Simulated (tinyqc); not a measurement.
Worked calculation (part 1 of 2): UHF in the sto-6g basis, for LiH+, spin multiplicity 2. Computed by tinyqc, a small Python program that keeps every step (integrals from PySCF). Settings: charge = 1, multiplicity = 2, basis = sto-6g, energy threshold = 1e-08, iteration cap = 59, orthogonalisation = symmetric, start = Wolfsberg-Helmholz matrix, DIIS depth = 3, damping = 0.5, shift = 0.2, method = UHF. Command: `OMP_NUM_THREADS=1 python tinyqc.py 28746 28747 out.jsonl` (the two numbers bound the seeds that draw the settings). One thread of a shared host (Intel(R) Xeon(R) Processor @ 2.60GHz), about 0.1 s of CPU time with the checks. Later iterations appear only in the table of the cycle.

## One-electron integrals

Geometry (angstrom):
```
atom,x,y,z
Li,0.00000,0.00000,0.00000
H,0.00000,0.00000,1.72200
```

Basis sto-6g: exponents (1/bohr^2) and contraction coefficients of normalised primitives:
```
element,l (shell),exponent,coefficient
Li,s (1),167.17585,0.00916
Li,s (1),30.65151,0.04936
Li,s (1),8.57519,0.16854
Li,s (1),2.94581,0.37056
Li,s (1),1.14394,0.41649
Li,s (1),0.47114,0.13033
Li,s (2),6.59756,-0.01325
Li,s (2),1.30583,-0.04699
Li,s (2),0.40585,-0.03379
Li,s (2),0.15615,0.25024
Li,s (2),0.06781,0.59512
Li,s (2),0.03108,0.24071
Li,p (3),6.59756,0.00376
Li,p (3),1.30583,0.03768
Li,p (3),0.40585,0.17390
Li,p (3),0.15615,0.41804
Li,p (3),0.06781,0.42586
Li,p (3),0.03108,0.10171
H,s (1),35.52322,0.00916
H,s (1),6.51314,0.04936
H,s (1),1.82214,0.16854
H,s (1),0.62596,0.37056
H,s (1),0.24308,0.41649
H,s (1),0.10011,0.13033
```

Overlap, kinetic and nuclear-attraction integrals over the contracted functions; the nuclear repulsion is the sum of Za Zb / Rab.

nuclear repulsion = 0.9219115 hartree

overlap S, lower triangle:
```
,1Li 1s,1Li 2s,1Li 2px,1Li 2py,1Li 2pz,2H 1s
1Li 1s,1.00000
1Li 2s,0.23574,1.00000
1Li 2px,0.00000,0.00000,1.00000
1Li 2py,0.00000,0.00000,0.00000,1.00000
1Li 2pz,0.00000,0.00000,0.00000,0.00000,1.00000
2H 1s,0.05268,0.36739,0.00000,0.00000,0.48609,1.00000
```

kinetic energy T (hartree), lower triangle:
```
,1Li 1s,1Li 2s,1Li 2px,1Li 2py,1Li 2pz,2H 1s
1Li 1s,3.61674
1Li 2s,-0.11072,0.10652
1Li 2px,0.00000,0.00000,0.32001
1Li 2py,0.00000,0.00000,0.00000,0.32001
1Li 2pz,0.00000,0.00000,0.00000,0.00000,0.32001
2H 1s,-0.01438,0.03425,0.00000,0.00000,0.10799,0.76852
```

nuclear attraction V (hartree), lower triangle:
```
,1Li 1s,1Li 2s,1Li 2px,1Li 2py,1Li 2pz,2H 1s
1Li 1s,-8.37445
1Li 2s,-0.90079,-1.47777
1Li 2px,0.00000,0.00000,-1.44715
1Li 2py,0.00000,0.00000,0.00000,-1.44715
1Li 2pz,-0.01467,-0.11501,0.00000,0.00000,-1.53883
2H 1s,-0.21784,-0.65508,0.00000,0.00000,-0.88264,-2.16002
```

core Hamiltonian H = T + V (hartree), lower triangle:
```
,1Li 1s,1Li 2s,1Li 2px,1Li 2py,1Li 2pz,2H 1s
1Li 1s,-4.75771
1Li 2s,-1.01151,-1.37125
1Li 2px,0.00000,0.00000,-1.12715
1Li 2py,0.00000,0.00000,0.00000,-1.12715
1Li 2pz,-0.01467,-0.11501,0.00000,0.00000,-1.21883
2H 1s,-0.23223,-0.62082,0.00000,0.00000,-0.77465,-1.39150
```

## Two-electron integrals

Functions are numbered as in S; the eight-fold symmetry (ij|kl) = (ji|kl) = (kl|ij) leaves the list below.

Two-electron integrals (ij|kl) in chemists' order, unique and non-zero (hartree):
```
i,j,k,l,(ij|kl)
1,1,1,1,1.68125
2,1,1,1,0.24260
2,1,2,1,0.04451
2,2,1,1,0.39719
2,2,2,1,0.09028
2,2,2,2,0.29062
3,1,3,1,0.00944
3,2,3,1,0.01426
3,2,3,2,0.06424
3,3,1,1,0.39719
3,3,2,1,0.09028
3,3,2,2,0.29062
3,3,3,3,0.31312
4,1,4,1,0.00944
4,2,4,1,0.01426
4,2,4,2,0.06424
4,3,4,3,0.01688
4,4,1,1,0.39719
4,4,2,1,0.09028
4,4,2,2,0.29062
4,4,3,3,0.27937
4,4,4,4,0.31312
5,1,5,1,0.00944
5,2,5,1,0.01426
5,2,5,2,0.06424
5,3,5,3,0.01688
5,4,5,4,0.01688
5,5,1,1,0.39719
5,5,2,1,0.09028
5,5,2,2,0.29062
5,5,3,3,0.27937
5,5,4,4,0.27937
5,5,5,5,0.31312
6,1,1,1,0.05439
6,1,2,1,0.00977
6,1,2,2,0.01999
6,1,3,3,0.01971
6,1,4,4,0.01971
6,1,5,1,0.00130
6,1,5,2,0.00262
6,1,5,5,0.02054
6,1,6,1,0.00237
6,2,1,1,0.13254
6,2,2,1,0.03054
6,2,2,2,0.10442
6,2,3,3,0.09904
6,2,4,4,0.09904
6,2,5,1,0.00525
6,2,5,2,0.03093
6,2,5,5,0.11519
6,2,6,1,0.00809
6,2,6,2,0.06264
6,3,3,1,0.00254
6,3,3,2,0.01167
6,3,5,3,0.00469
6,3,6,3,0.00438
6,4,4,1,0.00254
6,4,4,2,0.01167
6,4,5,4,0.00469
6,4,6,4,0.00438
6,5,1,1,0.16447
6,5,2,1,0.03828
6,5,2,2,0.13526
6,5,3,3,0.12613
6,5,4,4,0.12613
6,5,5,1,0.00818
6,5,5,2,0.04769
6,5,5,5,0.15353
6,5,6,1,0.01059
6,5,6,2,0.08907
6,5,6,5,0.12842
6,6,1,1,0.30661
6,6,2,1,0.07199
6,6,2,2,0.26944
6,6,3,3,0.24595
6,6,4,4,0.24595
6,6,5,1,0.01406
6,6,5,2,0.10145
6,6,5,5,0.31641
6,6,6,1,0.02013
6,6,6,2,0.20334
6,6,6,5,0.30006
6,6,6,6,0.77500
```

## Orthogonalisation

S = U s U^T; symmetric (Loewdin) form X = U s^(-1/2) U^T, so that X^T S X = 1.

eigenvalues of S: 0.38333  0.80484  1.00000  1.00000  1.17000  1.64183

X, lower triangle:
```
,1Li 1s,1Li 2s,1Li 2px,1Li 2py,1Li 2pz,2H 1s
1Li 1s,1.02212
1Li 2s,-0.12658,1.09437
1Li 2px,0.00000,0.00000,1.00000
1Li 2py,0.00000,0.00000,0.00000,1.00000
1Li 2pz,-0.00574,0.09476,0.00000,0.00000,1.12363
2H 1s,0.01085,-0.24766,0.00000,0.00000,-0.32398,1.19463
```

## Starting guess

The start is the generalised Wolfsberg-Helmholz matrix (K = 1.75) built on H; D(s) = C_occ C_occ^T for each spin.

D(alpha) at the start, lower triangle:
```
,1Li 1s,1Li 2s,1Li 2px,1Li 2py,1Li 2pz,2H 1s
1Li 1s,0.99154
1Li 2s,0.01261,0.06675
1Li 2px,0.00000,0.00000,0.00000
1Li 2py,0.00000,0.00000,0.00000,0.00000
1Li 2pz,-0.04634,0.10679,0.00000,0.00000,0.17530
2H 1s,-0.07135,0.16014,0.00000,0.00000,0.26301,0.39462
```

D(beta) at the start, lower triangle:
```
,1Li 1s,1Li 2s,1Li 2px,1Li 2py,1Li 2pz,2H 1s
1Li 1s,0.97907
1Li 2s,0.04108,0.00172
1Li 2px,0.00000,0.00000,0.00000
1Li 2py,0.00000,0.00000,0.00000,0.00000
1Li 2pz,0.00041,0.00002,0.00000,0.00000,0.00000
2H 1s,-0.00121,-0.00005,0.00000,0.00000,0.00000,0.00000
```

## Iteration 1: building the Fock matrix

J_ij = sum D_kl (ij|kl) with D = D(alpha) + D(beta), K_ij = sum D_kl (ik|jl) for each spin; F = H + J - K(s); E = tr D H + tr D J / 2 - 0.5 sum_s tr D(s) K(s) + E_nn.

Coulomb J (hartree), lower triangle:
```
,1Li 1s,1Li 2s,1Li 2px,1Li 2py,1Li 2pz,2H 1s
1Li 1s,3.67801
1Li 2s,0.56177,1.07126
1Li 2px,0.00000,0.00000,1.05353
1Li 2py,0.00000,0.00000,0.00000,1.05353
1Li 2pz,0.01352,0.08706,0.00000,0.00000,1.10672
2H 1s,0.12940,0.44391,0.00000,0.00000,0.58677,1.23208
```

exchange K(alpha) (hartree), lower triangle:
```
,1Li 1s,1Li 2s,1Li 2px,1Li 2py,1Li 2pz,2H 1s
1Li 1s,1.67475
1Li 2s,0.25784,0.14714
1Li 2px,0.00000,0.00000,0.02454
1Li 2py,0.00000,0.00000,0.00000,0.02454
1Li 2pz,-0.00122,0.13455,0.00000,0.00000,0.21444
2H 1s,0.06137,0.21932,0.00000,0.00000,0.31059,0.57321
```

exchange K(beta) (hartree), lower triangle:
```
,1Li 1s,1Li 2s,1Li 2px,1Li 2py,1Li 2pz,2H 1s
1Li 1s,1.66594
1Li 2s,0.25565,0.05141
1Li 2px,0.00000,0.00000,0.01051
1Li 2py,0.00000,0.00000,0.00000,0.01051
1Li 2pz,-0.00003,-0.00001,0.00000,0.00000,0.01050
2H 1s,0.05884,0.01172,0.00000,0.00000,0.00163,0.00304
```

F(alpha) (hartree), lower triangle:
```
,1Li 1s,1Li 2s,1Li 2px,1Li 2py,1Li 2pz,2H 1s
1Li 1s,-2.75444
1Li 2s,-0.70759,-0.44713
1Li 2px,0.00000,0.00000,-0.09815
1Li 2py,0.00000,0.00000,0.00000,-0.09815
1Li 2pz,0.00007,-0.16250,0.00000,0.00000,-0.32655
2H 1s,-0.16420,-0.39623,0.00000,0.00000,-0.49847,-0.73263
```

F(beta) (hartree), lower triangle:
```
,1Li 1s,1Li 2s,1Li 2px,1Li 2py,1Li 2pz,2H 1s
1Li 1s,-2.74563
1Li 2s,-0.70540,-0.35140
1Li 2px,0.00000,0.00000,-0.08413
1Li 2py,0.00000,0.00000,0.00000,-0.08413
1Li 2pz,-0.00112,-0.02794,0.00000,0.00000,-0.12261
2H 1s,-0.16167,-0.18863,0.00000,0.00000,-0.18951,-0.16246
```

total energy of this density = -7.6823580 hartree

This density is the starting one.

## Iteration 1: diagonalisation and new density

A level shift of 0.2 hartree raises the virtual space: F + shift (S - S D(s) S), with D(s) the density of one spin. Diagonalise F' = X^T F X, C = X C', fill 2 alpha and 1 beta electrons from the bottom; D(s) = C_occ C_occ^T; the new density keeps 0.5 of the old one (damping). Each column has its largest component positive (the first on a tie).

F' = X^T F X (alpha) (hartree), lower triangle:
```
,1,2,3,4,5,6
1,-2.70051
2,-0.38208,-0.06619
3,0.00000,0.00000,0.10185
4,0.00000,0.00000,0.00000,0.10185
5,0.01942,-0.07211,0.00000,0.00000,-0.00305
6,-0.00956,-0.28348,0.00000,0.00000,-0.41867,-0.42639
```

orbital energies (alpha) (hartree): MO1 -2.75586, MO2 -0.78327, MO3 0.05658, MO4 0.10185, MO5 0.10185, MO6 0.28642

coefficients C (alpha):
```
,MO1,MO2,MO3,MO4,MO5,MO6
1Li 1s,0.99356,-0.10350,-0.23278,0.00000,0.00000,-0.09407
1Li 2s,0.02574,0.21677,0.93528,0.00000,0.00000,0.60130
1Li 2px,0.00000,0.00000,0.00000,0.45894,0.88847,0.00000
1Li 2py,0.00000,0.00000,0.00000,0.88847,-0.45894,0.00000
1Li 2pz,0.00093,0.29581,-0.43225,0.00000,0.00000,1.04985
2H 1s,0.00098,0.73747,-0.16083,0.00000,0.00000,-1.01185
```

F' = X^T F X (beta) (hartree), lower triangle:
```
,1,2,3,4,5,6
1,-2.68959
2,-0.39406,0.00982
3,0.00000,0.00000,0.11587
4,0.00000,0.00000,0.00000,0.11587
5,-0.00120,0.03697,0.00000,0.00000,0.16869
6,-0.03590,-0.13979,0.00000,0.00000,-0.18626,0.18674
```

orbital energies (beta) (hartree): MO1 -2.74699, MO2 -0.05674, MO3 0.06995, MO4 0.11587, MO5 0.11587, MO6 0.40943

coefficients C (beta):
```
,MO1,MO2,MO3,MO4,MO5,MO6
1Li 1s,0.99370,-0.16708,-0.19321,0.00000,0.00000,0.09068
1Li 2s,0.02589,0.52490,0.79466,0.00000,0.00000,-0.61344
1Li 2px,0.00000,0.00000,0.00000,0.72294,-0.69091,0.00000
1Li 2py,0.00000,0.00000,0.00000,0.69091,0.72294,0.00000
1Li 2pz,0.00148,0.35172,-0.59691,0.00000,0.00000,-0.94685
2H 1s,-0.00191,0.50536,-0.20923,0.00000,0.00000,1.13771
```

D(alpha) after iteration 1, lower triangle:
```
,1Li 1s,1Li 2s,1Li 2px,1Li 2py,1Li 2pz,2H 1s
1Li 1s,0.99470
1Li 2s,0.00787,0.05720
1Li 2px,0.00000,0.00000,0.00000
1Li 2py,0.00000,0.00000,0.00000,0.00000
1Li 2pz,-0.03801,0.08547,0.00000,0.00000,0.13140
2H 1s,-0.07336,0.16001,0.00000,0.00000,0.24058,0.46924
```

D(beta) after iteration 1, lower triangle:
```
,1Li 1s,1Li 2s,1Li 2px,1Li 2py,1Li 2pz,2H 1s
1Li 1s,0.98325
1Li 2s,0.03341,0.00120
1Li 2px,0.00000,0.00000,0.00000
1Li 2py,0.00000,0.00000,0.00000,0.00000
1Li 2pz,0.00094,0.00003,0.00000,0.00000,0.00000
2H 1s,-0.00156,-0.00005,0.00000,0.00000,0.00000,0.00000
```

Within a degenerate level the vectors are fixed only up to a rotation; this is one choice.

## Iteration 2: building the Fock matrix

As before.

Coulomb J (hartree), lower triangle:
```
,1Li 1s,1Li 2s,1Li 2px,1Li 2py,1Li 2pz,2H 1s
1Li 1s,3.67811
1Li 2s,0.56117,1.07017
1Li 2px,0.00000,0.00000,1.05159
1Li 2py,0.00000,0.00000,0.00000,1.05159
1Li 2pz,0.01376,0.08998,0.00000,0.00000,1.10732
2H 1s,0.12938,0.44792,0.00000,0.00000,0.59359,1.25609
```

exchange K(alpha) (hartree), lower triangle:
```
,1Li 1s,1Li 2s,1Li 2px,1Li 2py,1Li 2pz,2H 1s
1Li 1s,1.67683
1Li 2s,0.25517,0.14397
1Li 2px,0.00000,0.00000,0.02318
1Li 2py,0.00000,0.00000,0.00000,0.02318
1Li 2pz,-0.00026,0.13074,0.00000,0.00000,0.20263
2H 1s,0.06099,0.22351,0.00000,0.00000,0.31262,0.60752
```

exchange K(beta) (hartree), lower triangle:
```
,1Li 1s,1Li 2s,1Li 2px,1Li 2py,1Li 2pz,2H 1s
1Li 1s,1.66918
1Li 2s,0.25318,0.05004
1Li 2px,0.00000,0.00000,0.01030
1Li 2py,0.00000,0.00000,0.00000,0.01030
1Li 2pz,0.00013,0.00003,0.00000,0.00000,0.01028
2H 1s,0.05794,0.01132,0.00000,0.00000,0.00156,0.00289
```

F(alpha) (hartree), lower triangle:
```
,1Li 1s,1Li 2s,1Li 2px,1Li 2py,1Li 2pz,2H 1s
1Li 1s,-2.75642
1Li 2s,-0.70551,-0.44505
1Li 2px,0.00000,0.00000,-0.09873
1Li 2py,0.00000,0.00000,0.00000,-0.09873
1Li 2pz,-0.00066,-0.15576,0.00000,0.00000,-0.31414
2H 1s,-0.16384,-0.39642,0.00000,0.00000,-0.49368,-0.74293
```

F(beta) (hartree), lower triangle:
```
,1Li 1s,1Li 2s,1Li 2px,1Li 2py,1Li 2pz,2H 1s
1Li 1s,-2.74877
1Li 2s,-0.70352,-0.35112
1Li 2px,0.00000,0.00000,-0.08585
1Li 2py,0.00000,0.00000,0.00000,-0.08585
1Li 2pz,-0.00104,-0.02505,0.00000,0.00000,-0.12179
2H 1s,-0.16079,-0.18422,0.00000,0.00000,-0.18262,-0.13830
```

total energy of this density = -7.6917070 hartree

This density is a damped mixture and is not idempotent.

## Iteration 2: DIIS over 2 matrices

error matrix X^T (FDS - SDF) X (alpha):
```
,1,2,3,4,5,6
1,0.00000,-0.02137,0.00000,0.00000,0.01076,0.00073
2,0.02137,0.00000,0.00000,0.00000,-0.01392,0.03062
3,0.00000,0.00000,0.00000,0.00000,0.00000,0.00000
4,0.00000,0.00000,0.00000,0.00000,0.00000,0.00000
5,-0.01076,0.01392,0.00000,0.00000,0.00000,0.07905
6,-0.00073,-0.03062,0.00000,0.00000,-0.07905,0.00000
```

B (overlaps of the stored error matrices):
```
,1,2
1,3.3974785e-02,2.4116809e-02
2,2.4116809e-02,1.7223330e-02
```

Minimise |sum c_i e_i|^2 with sum c_i = 1: solve [B -1; -1 0][c; lambda] = [0; -1] with B_ij = tr e_i^T e_j summed over both spins, and take F = sum c_i F_i.

DIIS coefficients: -2.32534  3.32534

extrapolated F(alpha) (hartree), lower triangle:
```
,1Li 1s,1Li 2s,1Li 2px,1Li 2py,1Li 2pz,2H 1s
1Li 1s,-2.76103
1Li 2s,-0.70067,-0.44021
1Li 2px,0.00000,0.00000,-0.10008
1Li 2py,0.00000,0.00000,0.00000,-0.10008
1Li 2pz,-0.00235,-0.14009,0.00000,0.00000,-0.28527
2H 1s,-0.16300,-0.39686,0.00000,0.00000,-0.48255,-0.76688
```

extrapolated F(beta) (hartree), lower triangle:
```
,1Li 1s,1Li 2s,1Li 2px,1Li 2py,1Li 2pz,2H 1s
1Li 1s,-2.75607
1Li 2s,-0.69915,-0.35046
1Li 2px,0.00000,0.00000,-0.08985
1Li 2py,0.00000,0.00000,0.00000,-0.08985
1Li 2pz,-0.00086,-0.01835,0.00000,0.00000,-0.11988
2H 1s,-0.15875,-0.17396,0.00000,0.00000,-0.16660,-0.08211
```

## Iteration 2: diagonalisation and new density

As before.

F' = X^T F X (alpha) (hartree), lower triangle:
```
,1,2,3,4,5,6
1,-2.70935
2,-0.37407,-0.05603
3,0.00000,0.00000,0.09992
4,0.00000,0.00000,0.00000,0.09992
5,0.01269,-0.04277,0.00000,0.00000,0.04801
6,-0.00830,-0.28394,0.00000,0.00000,-0.40095,-0.48897
```

orbital energies (alpha) (hartree): MO1 -2.76206, MO2 -0.79406, MO3 0.05015, MO4 0.09992, MO5 0.09992, MO6 0.29964

coefficients C (alpha):
```
,MO1,MO2,MO3,MO4,MO5,MO6
1Li 1s,0.99457,-0.09798,-0.22890,0.00000,0.00000,-0.09863
1Li 2s,0.02173,0.18641,0.93624,0.00000,0.00000,0.61009
1Li 2px,0.00000,0.00000,0.00000,0.25950,0.96574,0.00000
1Li 2py,0.00000,0.00000,0.00000,0.96574,-0.25950,0.00000
1Li 2pz,0.00140,0.22857,-0.43011,0.00000,0.00000,1.06737
2H 1s,0.00129,0.79637,-0.16974,0.00000,0.00000,-0.96465
```

F' = X^T F X (beta) (hartree), lower triangle:
```
,1,2,3,4,5,6
1,-2.70252
2,-0.38474,0.00758
3,0.00000,0.00000,0.11015
4,0.00000,0.00000,0.00000,0.11015
5,-0.00207,0.04300,0.00000,0.00000,0.16504
6,-0.03481,-0.14309,0.00000,0.00000,-0.18536,0.27693
```

orbital energies (beta) (hartree): MO1 -2.75705, MO2 -0.02375, MO3 0.06613, MO4 0.11015, MO5 0.11015, MO6 0.46170

coefficients C (beta):
```
,MO1,MO2,MO3,MO4,MO5,MO6
1Li 1s,0.99471,-0.19835,0.15826,0.00000,0.00000,0.08409
1Li 2s,0.02203,0.68836,-0.66957,0.00000,0.00000,-0.60111
1Li 2px,0.00000,0.00000,0.00000,0.49231,0.87042,0.00000
1Li 2py,0.00000,0.00000,0.00000,0.87042,-0.49231,0.00000
1Li 2pz,0.00143,0.32899,0.69734,0.00000,0.00000,-0.88431
2H 1s,-0.00218,0.37536,0.21582,0.00000,0.00000,1.18578
```

D(alpha) after iteration 2, lower triangle:
```
,1Li 1s,1Li 2s,1Li 2px,1Li 2py,1Li 2pz,2H 1s
1Li 1s,0.99674
1Li 2s,0.00561,0.04621
1Li 2px,0.00000,0.00000,0.00000
1Li 2py,0.00000,0.00000,0.00000,0.00000
1Li 2pz,-0.02951,0.06405,0.00000,0.00000,0.09182
2H 1s,-0.07505,0.15425,0.00000,0.00000,0.21130,0.55172
```

D(beta) after iteration 2, lower triangle:
```
,1Li 1s,1Li 2s,1Li 2px,1Li 2py,1Li 2pz,2H 1s
1Li 1s,0.98635
1Li 2s,0.02766,0.00084
1Li 2px,0.00000,0.00000,0.00000
1Li 2py,0.00000,0.00000,0.00000,0.00000
1Li 2pz,0.00118,0.00003,0.00000,0.00000,0.00000
2H 1s,-0.00186,-0.00005,0.00000,0.00000,0.00000,0.00000
```

Within a degenerate level the vectors are fixed only up to a rotation; this is one choice.

## Iteration 3: building the Fock matrix

As before.

Coulomb J (hartree), lower triangle:
```
,1Li 1s,1Li 2s,1Li 2px,1Li 2py,1Li 2pz,2H 1s
1Li 1s,3.67654
1Li 2s,0.56041,1.06898
1Li 2px,0.00000,0.00000,1.04951
1Li 2py,0.00000,0.00000,0.00000,1.04951
1Li 2pz,0.01393,0.09269,0.00000,0.00000,1.10792
2H 1s,0.12931,0.45194,0.00000,0.00000,0.60047,1.28076
```

exchange K(alpha) (hartree), lower triangle:
```
,1Li 1s,1Li 2s,1Li 2px,1Li 2py,1Li 2pz,2H 1s
1Li 1s,1.67812
1Li 2s,0.25301,0.13996
1Li 2px,0.00000,0.00000,0.02170
1Li 2py,0.00000,0.00000,0.00000,0.02170
1Li 2pz,0.00048,0.12557,0.00000,0.00000,0.19051
2H 1s,0.06055,0.22632,0.00000,0.00000,0.31353,0.64202
```

exchange K(beta) (hartree), lower triangle:
```
,1Li 1s,1Li 2s,1Li 2px,1Li 2py,1Li 2pz,2H 1s
1Li 1s,1.67155
1Li 2s,0.25132,0.04901
1Li 2px,0.00000,0.00000,0.01014
1Li 2py,0.00000,0.00000,0.00000,0.01014
1Li 2pz,0.00017,0.00005,0.00000,0.00000,0.01012
2H 1s,0.05723,0.01101,0.00000,0.00000,0.00151,0.00277
```

F(alpha) (hartree), lower triangle:
```
,1Li 1s,1Li 2s,1Li 2px,1Li 2py,1Li 2pz,2H 1s
1Li 1s,-2.75928
1Li 2s,-0.70411,-0.44223
1Li 2px,0.00000,0.00000,-0.09934
1Li 2py,0.00000,0.00000,0.00000,-0.09934
1Li 2pz,-0.00122,-0.14789,0.00000,0.00000,-0.30142
2H 1s,-0.16346,-0.39520,0.00000,0.00000,-0.48771,-0.75276
```

F(beta) (hartree), lower triangle:
```
,1Li 1s,1Li 2s,1Li 2px,1Li 2py,1Li 2pz,2H 1s
1Li 1s,-2.75271
1Li 2s,-0.70242,-0.35128
1Li 2px,0.00000,0.00000,-0.08777
1Li 2py,0.00000,0.00000,0.00000,-0.08777
1Li 2pz,-0.00092,-0.02236,0.00000,0.00000,-0.12102
2H 1s,-0.16015,-0.17989,0.00000,0.00000,-0.17569,-0.11351
```

total energy of this density = -7.6986332 hartree

This density is a damped mixture and is not idempotent.

## Iteration 3: DIIS over 3 matrices

error matrix X^T (FDS - SDF) X (alpha):
```
,1,2,3,4,5,6
1,0.00000,-0.01068,0.00000,0.00000,0.00586,-0.00024
2,0.01068,0.00000,0.00000,0.00000,-0.00821,0.01928
3,0.00000,0.00000,0.00000,0.00000,0.00000,0.00000
4,0.00000,0.00000,0.00000,0.00000,0.00000,0.00000
5,-0.00586,0.00821,0.00000,0.00000,0.00000,0.04868
6,0.00024,-0.01928,0.00000,0.00000,-0.04868,0.00000
```

B (overlaps of the stored error matrices), lower triangle:
```
,1,2,3
1,3.3974785e-02
2,2.4116809e-02,1.7223330e-02
3,1.4423297e-02,1.0354069e-02,6.2519388e-03
```

As before.

DIIS coefficients: 1.43480  -4.38167  3.94687

extrapolated F(alpha) (hartree), lower triangle:
```
,1Li 1s,1Li 2s,1Li 2px,1Li 2py,1Li 2pz,2H 1s
1Li 1s,-2.76487
1Li 2s,-0.70298,-0.43691
1Li 2px,0.00000,0.00000,-0.10029
1Li 2py,0.00000,0.00000,0.00000,-0.10029
1Li 2pz,-0.00184,-0.13436,0.00000,0.00000,-0.28175
2H 1s,-0.16289,-0.39135,0.00000,0.00000,-0.47698,-0.76696
```

extrapolated F(beta) (hartree), lower triangle:
```
,1Li 1s,1Li 2s,1Li 2px,1Li 2py,1Li 2pz,2H 1s
1Li 1s,-2.75981
1Li 2s,-0.70187,-0.35218
1Li 2px,0.00000,0.00000,-0.09097
1Li 2py,0.00000,0.00000,0.00000,-0.09097
1Li 2pz,-0.00067,-0.01856,0.00000,0.00000,-0.11996
2H 1s,-0.15951,-0.17348,0.00000,0.00000,-0.16514,-0.07515
```
